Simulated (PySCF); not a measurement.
Molecule: SMILES C=N, CH$_{3}$N.

Molfile (atoms numbered from 1):
```
CH3N
     RDKit          3D

  5  4  0  0  0  0  0  0  0  0999 V2000
   -0.2940    0.0596    0.2434 C   0  0  0  0  0  0  0  0  0  0  0  0
    0.3827   -0.6724   -0.5341 N   0  0  0  0  0  0  0  0  0  0  0  0
   -1.1749   -0.3669    0.7509 H   0  0  0  0  0  0  0  0  0  0  0  0
   -0.0803    1.1217    0.4707 H   0  0  0  0  0  0  0  0  0  0  0  0
    1.1665   -0.1421   -0.9309 H   0  0  0  0  0  0  0  0  0  0  0  0
  1  2  2  0
  1  3  1  0
  1  4  1  0
  2  5  1  0
M  END
```

Spin–spin couplings on one PBE0-D3(BJ)/def2-SVP geometry, PySCF 2.14, gas phase, non-relativistic, equivalent pairs averaged; isotopes $^{13}$C, $^{1}$H, $^{15}$N; functional B3LYP.

Question: How do the couplings (Hz) change with the basis set? Times are CPU seconds on shared hosts with different chips, so compare them loosely. Far from the basis limit: 6-31G*, pcJ-0, 6-31G-J, def2-TZVP, cc-pVTZ.

Answer: 
```tsv
basis set	functions	$^{1}J$(C1,H3)	$^{1}J$(C1,H4)	$^{1}J$(N2,H5)	$^{1}J$(C1,N2)	$^{2}J$(H3,H4)	$^{2}J$(C1,H5)	$^{2}J$(N2,H3)	core-s
6-31G*	34	178.0	160.7	-46.6	-9.5	16.3	-11.9	-9.7	0.9
pcJ-0	35	159.6	140.9	-28.7	7.9	16.3	-10.3	-11.4	1.4
6-31G-J	36	193.2	166.2	-40.6	2.6	16.7	-12.1	-14.7	1.5
def2-TZVP	80	174.2	156.6	-42.2	-1.3	18.6	-11.6	-12.8	1.9
pcJ-1	84	184.2	163.6	-45.2	-3.2	20.1	-12.1	-13.2	3.1
cc-pVTZ	102	166.1	148.8	-37.4	-5.9	18.9	-10.5	-11.5	2.3
aug-cc-pVTZ-J	152	186.4	168.4	-47.9	-2.2	21.8	-12.1	-13.4	6.1
pcJ-2	174	184.5	165.9	-46.8	-1.9	21.8	-12.0	-13.4	7.3
```

The Fermi-contact term samples the wavefunction at the nucleus, which is why sets with added tight s functions (names with J) are made for couplings.
